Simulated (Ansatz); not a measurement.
Process, species as SMILES: OCl (OH-Cl) + H+ → [OH2+]Cl
B3LYP-D3(BJ)/def2-TZVP geometries, fixed; electronic energies without zero-point terms; positive where energy is released.
Largest species:
```xyz
4

O     -0.0211     1.0722    -0.0746
H     -0.9457     1.3908     0.0477
Cl     0.0314    -0.6722    -0.0032
H      0.5812     1.4595     0.6026
```
Charge +1, spin multiplicity 1.

Basis-set convergence of the proton affinity at r2SCAN with Ansatz (an electronic-structure program). Cartesian d functions, on some or all atoms, in 6-31+G*; all else is spherical. The program fits the integrals of some runs and decomposes those of others, by size. The proton sits at the site shown, which need not be the one that binds it best. No added dispersion term, no relativity. Functions are those of the species that has most. Reference: the value in pcseg-4, 157.95 kcal/mol, itself unsure by roughly 0.06 kcal/mol (its mean distance from aug-pcseg-3, aug-cc-pV(Q+d)Z, cc-pV(5+d)Z).

| basis | functions | proton affinity (kcal/mol) |
|---|---|---|
| STO-3G | 16 | 195.51 |
| pcseg-1 | 42 | 154.34 |
| 6-31+G* | 46 | (withheld) |
| cc-pV(D+d)Z | 47 | 159.02 |
| def2-TZVP | 80 | 157.45 |
| pcseg-2 | 92 | 157.67 |
| cc-pV(T+d)Z | 97 | 158.62 |
| jun-cc-pV(T+d)Z | 115 | 157.52 |
| def2-TZVPPD | 125 | (withheld) |
| aug-pcseg-2 | 142 | 157.95 |
| aug-cc-pV(T+d)Z | 147 | (withheld) |
| cc-pV(Q+d)Z | 179 | 158.35 |
| def2-QZVPPD | 211 | (withheld) |

**Question.** Complete the blanks.

**Answer.** 
- 6-31+G*, proton affinity (kcal/mol): 154.31
- def2-TZVPPD, proton affinity (kcal/mol): 157.74
- aug-cc-pV(T+d)Z, proton affinity (kcal/mol): 157.65
- def2-QZVPPD, proton affinity (kcal/mol): 157.92
